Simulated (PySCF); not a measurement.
**CHFNO−, a complex of two parts as drawn: interaction energy**

The task here is to estimate one member of a computed series from the others.

Programs: PySCF 2.14.0. All values are calculated, for the isolated system unless a continuum is named. Atoms count from 0, parts from 1.

## Starting point

5 atoms, charge -1, multiplicity 1; geometry: GFN2-xTB. Parts: 1 = atoms 0–3, `N=C=O`, charge 0; 2 = atom 4, `[F-]`, charge -1.

Set-up of the first run:

Job settings and geometry (Å):

```
{"job": {"xc": "PBE0", "basis": "def2-SVPD", "d3": "d3bj", "grid": 2, "kind": "geom", "shake": 0.01}, "charge": -1, "multiplicity": 1, "parts": [{"atoms": "0-3", "charge": 0, "multiplicity": 1}, {"atoms": "4-4", "charge": -1, "multiplicity": 1}]}
N     -0.547183    -0.002231    -0.035241
C      0.596301     0.054479     0.042227
O      1.756002     0.176096     0.184591
H     -1.395914    -0.617267    -0.584573
F     -2.280196    -1.262005    -1.125974
```

The run is started by

```console
> OMP_NUM_THREADS=1 python cluster_run.py task.json out
```

The driver reads the jobs from task.json and runs them one after another.

Steps of the session up to this table: Geometry optimisation at PBE0-D3(BJ)/def2-SVPD; Coupled-cluster interaction energy: CCSD(T) and MP2.

One of the session's tables, all rows but one given; the rest of the session is left out.

It belongs to the step «Coupled-cluster interaction energy: CCSD(T) and MP2». 

```
                 method  interaction energy (kcal/mol)
         HF/aug-cc-pVDZ                        -123.16
        MP2/aug-cc-pVDZ                        -110.90
       CCSD/aug-cc-pVDZ                        -111.94
    CCSD(T)/aug-cc-pVDZ                        -110.34
         HF/aug-cc-pVTZ                        -125.33
        MP2/aug-cc-pVTZ                              ?
    SCS-MP2/aug-cc-pVTZ                        -113.99
      MP2, extrapolated                        -115.82
CCSD(T), limit estimate                        -115.26
```

**Question.** Estimate the row for MP2/aug-cc-pVTZ.

As computed: interaction energy (kcal/mol): -115.00. In the column «interaction energy (kcal/mol)» it lies between CCSD(T), limit estimate (-115.26) and SCS-MP2/aug-cc-pVTZ (-113.99).

At this geometry H3 has moved to F4 of another part (1.02 Å), so this energy is mostly that of cutting a chemical bond between strained fragments, not an intermolecular interaction.

Limits of these values: The interaction energy leaves out the deformation of the parts, 60.69 kcal/mol at MP2. So large a deformation means that a part is far from its own minimum, so a sum across the two methods would be rough.
